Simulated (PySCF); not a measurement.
These are TPSSh-D3(BJ)/def2-TZVP // CAM-B3LYP-D3(BJ)/def2-TZVP run with PySCF values and carry that method's errors. All species are isolated molecules in the gas phase. One relaxed conformer stands for a flexible species; it need not be the lowest. Delta-SCF ions had no search for a lower state. 

Reference species (SMILES): `FC(F)(S)S` (S–C–S–H torsion -65°, S–C–S–H torsion 65°) (neutral, multiplicity 1).

- S1 oscillator strength = 0.011
- vertical ionisation energy (Delta-SCF) = 9.44 eV

Changed species: `FC(F)(F)F` (0 of 4 F replaced by SH; the reference has 2 of 4 F replaced by SH).

### Question
Give the shifts of the S1 oscillator strength and vertical ionisation energy (Delta-SCF).

### Answer
the S1 oscillator strength decreases by 0.011, to 0.000; the vertical ionisation energy (Delta-SCF) goes up by 5.53 eV, to 14.97 eV.
